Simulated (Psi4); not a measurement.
**Si2H5O (SMILES O[SiH][SiH3]), step by step**

Aim: a geometry optimisation (U-wB97X-D/def2-SVP), then vibrational wavenumbers of Si2H5O. 

Program for the calculation: Psi4 1.11.

### Step 1. The system as given

The species is Si2H5O (8 atoms), meant as a doublet with charge 0. SMILES: `O[SiH][SiH3]`. The coordinates come from a PBE0-D4/def2-TZVP relaxation. This is one conformer, not always the lowest. The run starts from this shape.

Bond lengths: O1–Si2 1.657 Å, Si2–Si3 2.344 Å, O1–H4 0.959 Å, Si2–H5 1.490 Å, Si3–H6 1.488 Å, Si3–H7 1.491 Å, Si3–H8 1.489 Å. Angles: O1–Si2–Si3 114.2°, O1–Si2–H5 104.7°, Si3–Si2–H5 113.1°, Si2–O1–H4 116.9°, Si2–Si3–H6 108.0°, Si2–Si3–H7 114.5°, Si2–Si3–H8 108.6°, H6–Si3–H7 108.9°, H6–Si3–H8 108.7°, H7–Si3–H8 108.0°.

### Step 2. A structure relaxation at U-wB97X-D/def2-SVP (density fitting) (run 1)

Input file job.in:

```
memory 1600 MB

molecule {
  0 2
  O     -1.75555557     1.77331900    -3.24484873
  Si     0.17083124     2.14294943    -0.80313360
  Si     0.59375195    -1.46302597     1.73401269
  H     -3.41265641     1.13081211    -2.89184789
  H      2.60536541     2.99011365    -1.93583544
  H      2.24877409    -0.80653511     3.90984335
  H      1.67032892    -3.70461909     0.40950365
  H     -1.94679585    -2.17072840     2.71667028
  units bohr
}

set {
  basis def2-SVP
  reference uks
  geom_maxiter 60
}

E, wfn = optimize('wb97x-d', return_wfn=True)
```

The run is started by

```bash
$ psi4 job.in job.out -n 1
```

job.out:

```text
[...]
  Running in c1 symmetry.
[...]
  Nuclear repulsion =  142.948479389276258
[...]
  Multiplicity = 2
[...]
  Nalpha       = 21
  Nbeta        = 20
[...]
    Number of basis functions: 75
[...]
   @DF-UKS iter   1:  -656.78926942790929   -5.97250e-01   7.41023e-03 ADIIS/DIIS
[...]
   @DF-UKS iter   7:  -656.91721968680554   -1.63709e-11   9.42563e-09 DIIS
[...]
   @S^2 Observed:                7.526789935E-01
[...]
    Orbital Energies [Eh]
    ---------------------
    Alpha Occupied:
       1A    -66.285705     2A    -66.259831     3A    -19.270400
       4A     -5.418627     5A     -5.397818     6A     -3.768867
       7A     -3.766323     8A     -3.764086     9A     -3.745500
      10A     -3.744980    11A     -3.744825    12A     -1.098184
      13A     -0.670574    14A     -0.629056    15A     -0.527576
      16A     -0.476833    17A     -0.454415    18A     -0.437167
      19A     -0.433117    20A     -0.376635    21A     -0.272466
    Alpha Virtual:
      22A      0.058512    23A      0.096877    24A      0.116429
      25A      0.137739    26A      0.149657    27A      0.168229
[...]
  @DF-UKS Final Energy:  -656.91721968680554
   => Energetics <=
    Nuclear Repulsion Energy =            142.1306265612316793
    One-Electron Energy =               -1191.6865096379447095
    Two-Electron Energy =                 430.1458587753626261
    DFT Exchange-Correlation Energy =     -37.5049577954653302
    Empirical Dispersion Energy =          -0.0022375899896618
    VV10 Nonlocal Energy =                  0.0000000000000000
    Total Energy =                       -656.9172196868055380
[...]
 Multipole Moments:
 ------------------------------------------------------------------------------------
     Multipole            Electronic (a.u.)      Nuclear  (a.u.)        Total (a.u.)
 ------------------------------------------------------------------------------------
 L = 1.  Multiply by 2.5417464519 to convert [e a0] to [Debye]
 Dipole X            :         -1.1915363            0.7814456           -0.4100907
 Dipole Y            :          2.6175915           -2.7365771           -0.1189856
 Dipole Z            :         -1.6458879            1.8846223            0.2387345
 Magnitude           :                                                    0.4892097
[...]
  -Total Gradient:
     Atom            X                  Y                   Z
    ------   -----------------  -----------------  -----------------
       1        0.000058839888     0.000047524735    -0.000042152510
       2        0.000036280847    -0.000000486326     0.000059752800
       3        0.000010215827    -0.000026419895     0.000037871773
       4        0.000050286309    -0.000035947291     0.000070697358
       5        0.000051994388    -0.000015090784     0.000063815437
       6        0.000017512595    -0.000019594908     0.000045205665
       7        0.000042511928    -0.000012832017     0.000037307062
       8        0.000018955825    -0.000016103886     0.000018755709
[...]
    Final optimized geometry and variables:
    Molecular point group: c1
    Full point group: C1
    Geometry (in Bohr), charge = 0, multiplicity = 2:
    O           -1.692658994766     1.150343503593    -2.965445413837
    SI           0.244812463795     1.582385822032    -0.496090528693
    SI           0.666617552237    -2.041513444085     2.055396019614
    H           -3.373222857291     0.581593349200    -2.576714729250
    H            2.714059760839     2.356429374657    -1.622226168471
    H            2.320187868622    -1.399110374002     4.247982890954
    H            1.774393756157    -4.257257859786     0.697653063873
    H           -1.872721184103    -2.793192895358     3.031213723678
    Psi4 run time: 0:01:00.62
[...]
```

The script printed:

```text
Optimizer: Optimization complete!
```

Wall time 62 s (1 thread of AMD EPYC 7R43 (Zen 3), shared host); peak memory 0.6 GiB.

The path in brief:

| step | energy from the first frame kept (eV) | largest force (eV/Å) |
| --- | --- | --- |
| 0 | 0.0000 | 0.5323 |
| 1 | -0.0070 | 0.1337 |
| 2 | -0.0078 | 0.0249 |
| 3 | -0.0081 | 0.0193 |
| 4 | -0.0082 | 0.0066 |
| 5 | -0.0082 | 0.0048 |

After the run. Bond lengths: O1–Si2 1.677 Å, Si2–Si3 2.356 Å, O1–H4 0.961 Å, Si2–H5 1.493 Å, Si3–H6 1.492 Å, Si3–H7 1.495 Å, Si3–H8 1.494 Å. Angles: O1–Si2–Si3 113.2°, O1–Si2–H5 105.2°, Si3–Si2–H5 111.7°, Si2–O1–H4 116.2°, Si2–Si3–H6 108.4°, Si2–Si3–H7 113.6°, Si2–Si3–H8 109.3°, H6–Si3–H7 108.8°, H6–Si3–H8 108.6°, H7–Si3–H8 108.1°.

### Step 3. Vibrational wavenumbers at U-wB97X-D/def2-SVP (density fitting) (run 2)

Input file job.dat:

```
memory 1600 MB

molecule geom {
  0 2
  O
  Si 1 1.676596
  Si 2 2.355918 1 113.17951
  H 1 0.961135 2 116.21325 3 55.7848
  H 2 1.493415 1 105.15582 4 177.91876
  H 3 1.492469 2 108.40211 5 64.34999
  H 3 1.494882 6 108.80763 2 123.9741
  H 3 1.493507 6 108.62579 7 117.41863
}

set basis def2-SVP
set reference uks
set t 700.0
set rotational_symmetry_number 1

e, wfn = freq('wb97x-d', return_wfn=True)
print_variables()
```

The run is started by

```bash
$ psi4 -i job.dat -o job.out -n 1
```

job.out, cut to the lines that bear on the results:

```text
[...]
  Running in c1 symmetry.
[...]
  Nuclear repulsion =  142.130609817825160
[...]
  Multiplicity = 2
[...]
  Nalpha       = 21
  Nbeta        = 20
[...]
    Number of basis functions: 75
[...]
   @DF-UKS iter   1:  -656.78928835205647   -6.29753e-01   7.40449e-03 DIIS/ADIIS
[...]
   @DF-UKS iter  13:  -656.91721913224967   -4.32010e-12   4.84716e-09 DIIS
[...]
   @S^2 Observed:                7.526792112E-01
[...]
  @DF-UKS Final Energy:  -656.91721913224967
   => Energetics <=
    Nuclear Repulsion Energy =            142.1301063846409818
    One-Electron Energy =               -1191.6853630968766993
    Two-Electron Energy =                 430.1452073123019773
    DFT Exchange-Correlation Energy =     -37.5049321349884011
    Empirical Dispersion Energy =          -0.0022375973276466
    VV10 Nonlocal Energy =                  0.0000000000000000
    Total Energy =                       -656.9172191322496701
[...]
 Multipole Moments:
[...]
  -Total Gradient:
     Atom            X                  Y                   Z
    ------   -----------------  -----------------  -----------------
       1        0.000057433901     0.000064085134     0.000007430965
       2       -0.000030543614    -0.000004439035     0.000069117379
       3        0.000226426804    -0.000018451750     0.000054951803
       4        0.000011186682    -0.000044851080     0.000081665739
       5        0.000011936044    -0.000031866495     0.000080889267
       6        0.000072213743    -0.000029808913     0.000047148259
       7       -0.000104444132     0.000056871245     0.000143479824
       8       -0.000150827080    -0.000103900359    -0.000091695718
[...]
  ==> Harmonic Vibrational Analysis <==
[...]
  Freq [cm^-1]                 100.7662            149.0987            298.9303
[...]
  IR activ [km/mol]             1.4565              4.3737             118.8163
[...]
  Freq [cm^-1]                 403.4977            418.8459            522.4561
[...]
  IR activ [km/mol]             3.2387             15.4477             15.3839
[...]
  Freq [cm^-1]                 625.5963            759.3675            844.2648
[...]
  IR activ [km/mol]            16.1036             47.2942             446.3010
[...]
  Freq [cm^-1]                 888.6510            897.5964            939.1657
[...]
  Freq [cm^-1]                 949.0027           2219.7832           2227.3503
[...]
  Freq [cm^-1]                2237.8840           2246.4952           3952.3274
[...]
```

Standard output:

```text
Warning: used thermodynamics relations inappropriate for low-frequency modes: ['100.7662' '149.0987' '298.9303' '403.4977' '418.8459' '522.4561']
```

Run time: 9.8 min. Hardware: 1 thread of AMD EPYC 7R43 (Zen 3), shared host; peak memory 0.58 GiB.

### Step 4. Outcome

```
                                                                         quantity             value
                               run 1, U-wB97X-D/def2-SVP: total energy at the end     -656.91722 Eh
                                         run 1, U-wB97X-D/def2-SVP: dipole moment            1.24 D
                    run 1, U-wB97X-D/def2-SVP: HOMO energy (highest over α and β)          -7.41 eV
                     run 1, U-wB97X-D/def2-SVP: LUMO energy (lowest over α and β)          -0.93 eV
                                     run 1, U-wB97X-D/def2-SVP: dispersion energy      -5.87 kJ/mol
                                                  run 1, U-wB97X-D/def2-SVP: ⟨S²⟩             0.753
                            run 2, U-wB97X-D/def2-SVP: lowest harmonic wavenumber          101 cm⁻¹
                           run 2, U-wB97X-D/def2-SVP: highest harmonic wavenumber         3952 cm⁻¹
                                     run 2, U-wB97X-D/def2-SVP: zero-point energy      123.7 kJ/mol
run 2, U-wB97X-D/def2-SVP: ideal-gas entropy at 700 K (symmetry number 1 as used)  99.8 cal/(mol K)
```

What this shows: The optimisation (run 1, U-wB97X-D/def2-SVP) took 6 steps and changed the energy by -0.008 eV. All 18 modes (run 2, U-wB97X-D/def2-SVP) are real, so the shape is a minimum at this level.
